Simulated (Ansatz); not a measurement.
We consider rock-salt TiN, described by r²SCAN in Ansatz (plane waves, PAW).

Settings: plane-wave cutoff 500 eV, 16×16×16 k mesh, Fermi–Dirac smearing 0.05 eV, no spin polarisation, scalar-relativistic PAW data made under PBE.

Computed at the level's own relaxed cell.

Task: Give the computed volume per atom and lattice parameter a.

Result: 
volume per atom: 9.48 Å³/atom
lattice parameter a: 4.233 Å

Measured, for comparison: equilibrium volume per atom 9.52 Å³/atom, lattice constant a 4.239 Å (temperature not stated, not corrected to a static lattice; as tabulated in Zhang et al. (2018), doi:10.1088/1367-2630/aac7f0). Computed (rounded) less measured: equilibrium volume per atom -0.4 %, lattice constant a -0.1 %. A static lattice is as a rule a little smaller and stiffer than an uncorrected measurement, which can account for part of this.

Note: the run has no spin polarisation, so it can have missed a magnetic state.

Static lattice: no zero-point or thermal effects.

Computing time: very roughly 22 core-seconds.

Ansatz is a quantum-chemistry and plane-wave program.
